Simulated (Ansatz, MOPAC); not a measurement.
## A ladder of methods for C2HClF2 (SMILES FC(F)=CCl)

C2HClF2, singlet, SMILES `FC(F)=CCl`. Each level relaxes the structure for itself.

Each level gives the zero-point energy at each level's own minimum (kJ/mol). The values are calculated.

```
                             level            kind  program  value (kJ/mol)
                             MNDOD  semi-empirical    MOPAC            81.3
                           PM6-DH+  semi-empirical    MOPAC            70.9
                           PM6-ORG  semi-empirical    MOPAC            70.7
                               PM7  semi-empirical    MOPAC            74.2
                         HF/STO-3G    Hartree–Fock   Ansatz            83.5
                          HF/3-21G    Hartree–Fock   Ansatz            80.2
   HF/6-31G* (Cartesian functions)    Hartree–Fock   Ansatz            80.7
                      PBE/def2-SVP             GGA   Ansatz            71.4
                 PBE0-D4/def2-TZVP   global hybrid   Ansatz            74.2
B3LYP/6-31G* (Cartesian functions)   global hybrid   Ansatz            73.8
```

Harmonic and unscaled. The values span 70.7 to 83.5 kJ/mol.
